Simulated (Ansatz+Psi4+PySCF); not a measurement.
Values are calculated unless marked as measured or tabulated.
A run of Psi4 1.11 on doublet N4(+) in separate pieces at this shape:

```xyz
4

N     0.5650    0.0000   -3.0000
N    -0.5650    0.0000   -3.0000
N    -0.5650    0.0000    3.0000
N     0.6150    0.0000    3.0000
```

Its results:

```yaml
Converged: yes
Total_energy: -217.36155 hartree
Spin_squared_of_the_determinant: 0.772
Occupied_orbitals_by_symmetry_in_an_Abelian_subgroup_alpha;_beta: 12 Ap 2 App; 11 Ap 2 App
```

Problem. Which input gives this output? Name the method, the orbitals and the basis set, and write the input.

Solution. UHF in cc-pVTZ.

```
molecule {
1 2
N 0.564990 0.000000 -3.000000
N -0.564990 0.000000 -3.000000
N -0.564990 0.000000 3.000000
N 0.614990 0.000000 3.000000
}

set basis cc-pVTZ
set reference uhf
set scf_type pk
energy('scf')
```

This is not the lowest solution: another run reaches a determinant 0.94 eV lower.
